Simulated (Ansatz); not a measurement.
**How far each method lies from RCCSDTQ for CHN, singlet**

Geometry: MP2(full)/6-31G*, from the G2/97 set.

```xyz
3

C     0.0000    0.0000    0.0357
N     0.0000    0.0000   -1.1405
H     0.0000    0.0000    1.1047
```

Basis cc-pVTZ; Ansatz 0.2.0. Correlated methods freeze the noble-gas cores, which leaves 10 electrons in 72 orbitals. R marks a restricted (for open shells ROHF) determinant.

Full CI isn't at hand for all of this; RCCSDTQ serves as the reference, and is uncertain by about the last step of the cluster series.

```
UHF ⟨S²⟩                          : 0.000
T1 diagnostic (RCCSD)             : 0.0149
largest doubles amplitude (RCCSD) : 0.092
```

```csv
level,E − E(RCCSDTQ) (kcal/mol),share of correlation (%),wall time
RHF,233.73,0.00,–
RMP2,14.17,93.94,–
RCCSD,12.50,94.65,–
RCCSD(T),0.82,99.65,0.84 s
RCCSDT,0.95,99.59,–
RCCSDT(Q),-0.14,100.06,2.3 s (H100)
```

The correlation energy at RCCSDTQ, counted from RHF, is -10.136 eV. That run took 49 s on 5 threads of AMD EPYC 7R13 with a whole H100 80 GB, shared host.

Times hold each run's SCF and search for its determinant on a shared host, so for small cases they say little of a method's own cost; rows without a card ran on 1 thread of AMD EPYC 7R13.
